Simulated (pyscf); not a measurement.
Thermochemistry of product channels of `[NH2][B]([Cl])[Cl]` + `[BH3]` on the singlet surface, in kcal/mol, from ωB97M-D3(BJ)/def2-TZVP energies (ideal gas, 1 atm, RRHO with modes under 100 cm⁻¹ raised to 100, one conformer, R ln 2 for chiral ones without a mode under 150 cm⁻¹). PySCF, gas phase, ωB97X-D3(BJ)/def2-SVP geometries.

```csv
products,ΔE,ΔH(298 K),ΔG(600 K),ΔG(1200 K)
`[BH2][NH][B]([Cl])[Cl]` + `[H][H]`,-22.1,-24.1,-20.9,-19.1
`[BH2][B]([NH2])[Cl]` + `[ClH]`,+22.5,+22.4,+20.4,+17.4
```

These are energies of the channels, which say nothing of barriers.
